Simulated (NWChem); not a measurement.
# Correlation energy of O

```xyz
1

O      0.0000     0.0000     0.0000
```
Charge 0, spin multiplicity 3.

All runs are NWChem calculations.

Basis set: cc-pVQZ. Each correlation energy counts from its own Hartree-Fock reference.

The correlated methods keep 1 core orbital frozen. The stability of the SCF solutions was not checked. Open-shell Hartree-Fock references start from PBE0 orbitals. No row is a measurement; the coupled-cluster row has its own basis-set and correlation limits.

For the correlation energy, CCSD(T) on ROHF gives -182.8 mHa and SCS-UMP2 gives -156.4 mHa. What do CCSD[T] on UHF, CCSD on UHF, CCSD(T) on UHF give?

CCSD[T] on UHF: -176.3 mHa; CCSD on UHF: -172.6 mHa; CCSD(T) on UHF: -176.3 mHa.
